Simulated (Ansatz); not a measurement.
C2H3FN2 (`FC1=NCN1`), 8 atoms. The species carries charge 0 and has multiplicity 1. All runs use 2 threads of an Arm Neoverse V2 on a shared host. Correlated methods freeze the cores.

Question: Give the basis size and wall time and peak host memory of each of these runs in Ansatz. direct RPA on PBE orbitals/def2-TZVPP energy; RHF-CCSD(T)/def2-SVP energy; RKS ωB97M-V/def2-SVP energy; RKS BHLYP-D4/def2-TZVPP energy; RKS PBE0-D4/def2-SVP energy; RHF-CCSD(T)/def2-TZVPP energy; RKS PBE0-D4/def2-QZVPP energy; RKS SPW92 (LDA)/def2-TZVPP energy; RKS PBE0-D4/def2-TZVP frequencies; RKS PBE0-D4/def2-TZVP relaxation (8 steps); RHF-MP2/def2-QZVPP energy; RKS revPBE-D4/def2-TZVPP energy. (Best estimate.)

Answer: The calculation gave: Other jobs shared the machine, so times are rough.

```
                                level                   job  functions  wall time  peak host memory (GiB)
                 RKS PBE0-D4/def2-SVP                energy         85     0.95 s                    0.15
           RKS SPW92 (LDA)/def2-TZVPP                energy        197      1.1 s                    0.19
             RKS revPBE-D4/def2-TZVPP                energy        197      1.7 s                     0.2
              RKS BHLYP-D4/def2-TZVPP                energy        197      2.2 s                    0.35
                 RHF-CCSD(T)/def2-SVP                energy         85      3.3 s                     0.3
                 RKS ωB97M-V/def2-SVP                energy         85      3.8 s                    0.22
direct RPA on PBE orbitals/def2-TZVPP                energy        197      4.7 s                    0.39
               RKS PBE0-D4/def2-QZVPP                energy        375        6 s                     0.9
                   RHF-MP2/def2-QZVPP                energy        375       15 s                     1.8
                RKS PBE0-D4/def2-TZVP  relaxation (8 steps)        173       24 s                    0.35
               RHF-CCSD(T)/def2-TZVPP                energy        197       75 s                     2.6
                RKS PBE0-D4/def2-TZVP           frequencies        173       94 s                    0.35
```
